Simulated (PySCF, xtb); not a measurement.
OS, SMILES O=S (connectivity only; charge and spin as stated), neutral, multiplicity 3.

Harmonic wavenumbers (cm⁻¹) from xtb with GFN2-xTB at its own minimum, in rising order: 1146.

Problem. What does PBE-D3(BJ)/def2-TZVPD run with PySCF 2.14.0 give at its own minimum? (Estimate from the structure and the level; the computed values follow.)

Solution. 1111. Paired by order, the mean absolute difference is 35 cm⁻¹ and the zero-point energies are 1.6 and 1.6 kcal/mol.
